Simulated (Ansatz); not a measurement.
`NBCl` and `BN` differ in one atom or group.

Ansatz, PBE0-D4/def2-TZVP geometries, multiplicity 1. Each molecule was computed in one conformer, which needn't be the lowest.

```
                                        property  `NBCl`
             HOMO energy (B3LYP/def2-TZVPP) / eV   -8.15
size of the dipole moment (B3LYP/def2-TZVPP) / D    2.66
             LUMO energy (B3LYP/def2-TZVPP) / eV   -0.02
              HOMO energy (PBE0/def2-TZVPP) / eV   -8.42
            HOMO–LUMO gap (PBE0/def2-TZVPP) / eV    8.62
           HOMO energy (ωB97M-V/def2-TZVPP) / eV  -10.71
```

Give the same properties after the change, and the shifts. (Best estimate.)

The calculation gave: 
```
                                        property    `BN`  shift
             HOMO energy (B3LYP/def2-TZVPP) / eV   -8.44  -0.29
size of the dipole moment (B3LYP/def2-TZVPP) / D    1.96  -0.70
             LUMO energy (B3LYP/def2-TZVPP) / eV   -0.02   0.00
              HOMO energy (PBE0/def2-TZVPP) / eV   -8.70  -0.28
            HOMO–LUMO gap (PBE0/def2-TZVPP) / eV    8.92   0.30
           HOMO energy (ωB97M-V/def2-TZVPP) / eV  -11.12  -0.41
```

Dipoles are sizes alone; their direction can turn.

B3LYP here is the variant with VWN-RPA as its local correlation; programs differ in this.
